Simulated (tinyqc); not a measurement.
The basis set: RHF and MP2 along a ladder of basis sets, for H2O, spin multiplicity 1. Computed by the program tinyqc with PySCF. 

Geometry (angstrom):
```
atom       x        y       z
O     0.0000   0.0000  0.0000
H     0.0000   0.7180  0.5190
H     0.0000  -0.7180  0.5190
```

Same geometry throughout; the dipole is taken about the origin.

RHF and frozen-core MP2 in a ladder of bases:
```
basis        functions  E(RHF) (hartree)  E(MP2 corr) (hartree)  HOMO (eV)  LUMO (eV)  dipole (debye)
sto-3g               7         -74.93632               -0.02952    -10.749     18.321           1.784
3-21g               13         -75.57112               -0.11563    -13.111      7.782           2.353
6-31g               13         -75.97461               -0.12110    -13.730      6.002           2.530
6-31g**             24         -76.01495               -0.18903    -13.640      6.294           2.051
cc-pvdz             24         -76.01788               -0.19637    -13.551      5.378           1.927
aug-cc-pvdz         41         -76.03347               -0.21307    -14.017      1.002           1.880
cc-pvtz             58         -76.05034               -0.25623    -13.876      4.071           1.906
```

From cc-pVDZ to cc-pVTZ the RHF energy falls by 32.5 mhartree and the correlation energy by 59.9. If valence correlation converges as X^-3, (27 E(T) - 8 E(D))/19 gives -0.2814 hartree, a rough estimate from such small X that usually falls short; STO-3G holds about 10 % of it. Beyond STO-3G the LUMO moves by 6.8 eV and the HOMO by 0.9 eV; diffuse functions lower the positive LUMO sharply, since an unbound virtual level tracks the most diffuse function.
